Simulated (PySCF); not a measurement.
# Towards the basis-set limit for NaS

An exercise on one series of results from a longer session: the logs are not shown, and one member is left open.

The runs use PySCF 2.14.0; CCSD(T) on ROHF, no relativity in the base curves; scalar relativity is added as a correction.

Set-up of the first run:

- molecule: NaS
- state: doublet, unpaired electrons π ↑
- smaller basis: Na cc-pCVDZ, S aug-cc-pV(D+d)Z
- larger basis: Na cc-pCVTZ, S aug-cc-pV(T+d)Z
- frozen core orbitals: 6
- extrapolation: correlation as n⁻³ (n = 2, 3), Hartree–Fock as (n+1)·exp(−9√n)
- corrections: core–valence correlation, scalar relativity
- distances (Å): 2.2964, 2.3962, 2.4960, 2.5959, 2.7207, 2.8455
- masses (u): 22.9898, 31.9721
- dissociation limit: Na + S

Launch:

```
OMP_NUM_THREADS=4 python comp.py task.json out
```

Steps of the session up to this table: Coupled cluster at each distance.

One table of the session follows, with a row left open; its other results are not shown here.

It belongs to the step «Coupled cluster at each distance». Parts of the energy along the bond, in eV from Na + S:

| R (Å) | HF/CBS | CCSD corr. | (T) | core–valence | relativity |
| --- | --- | --- | --- | --- | --- |
| 2.2964 | -1.345 | -1.005 | -0.0916 | -0.0066 | 0.0103 |
| 2.3962 | -1.471 | -0.988 | -0.0918 | -0.0049 | 0.0116 |
| 2.4960 | ? | ? | ? | ? | ? |
| 2.5959 | -1.502 | -0.966 | -0.0934 | -0.0026 | 0.0131 |
| 2.7207 | -1.430 | -0.958 | -0.0950 | -0.0016 | 0.0135 |
| 2.8455 | -1.316 | -0.953 | -0.0968 | -0.0008 | 0.0138 |

Q: Estimate the row for R (Å) = 2.4960 from the others.

Worked estimate for «HF/CBS». A straight line through the neighbours (2.3962, -1.471) and (2.5959, -1.502) gives -1.471 + (-1.502 + 1.471) × (2.4960 − 2.3962) / (2.5959 − 2.3962) = -1.486; a parabola fitted to 4 rows on both sides gives -1.514.

The run gave: HF/CBS: -1.516; CCSD corr.: -0.975; (T): -0.0924; core–valence: -0.0036; relativity: 0.0125. In «HF/CBS» the line misses by +0.030 and the parabola by +0.002.

Limits of these values: An extrapolation from double and triple zeta is rough, so this isn't yet the limit.
